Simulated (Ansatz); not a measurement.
Wavefunction ladder for AlH2O2, SMILES `[OH][Al][OH]` radical

```xyz
5

O     1.5282    0.2781   -0.4933
Al   -0.1140    0.6939   -0.4094
O    -1.1805   -0.3212    0.4469
H     1.8819   -0.5093   -0.0777
H    -2.1157   -0.1415    0.5336
```

Charge 0, multiplicity 2. Geometry: relaxed with PBE0-D4/def2-TZVP. It is one conformer, not always the lowest. Frozen core, unrestricted reference, Ansatz. CBS rows extrapolate triple and quadruple zeta; past MP2 they add the triple-zeta difference.

| basis | HF (Eh) | MP2 corr. |
| --- | --- | --- |
| def2-SVP | -392.68594 | -0.42158 |
| def2-TZVPP | -392.97455 | -0.54236 |
| def2-QZVPP | -392.98977 | -0.58740 |

Question: Estimate the CCSD correlation energy and the (T) correction in each basis where they were run (hartree).

Answer: 
```csv
basis,CCSD corr.,(T)
def2-SVP,-0.43371,-0.00875
def2-TZVPP,-0.54801,-0.01927
CBS(def2),-0.62643,as TZ
```
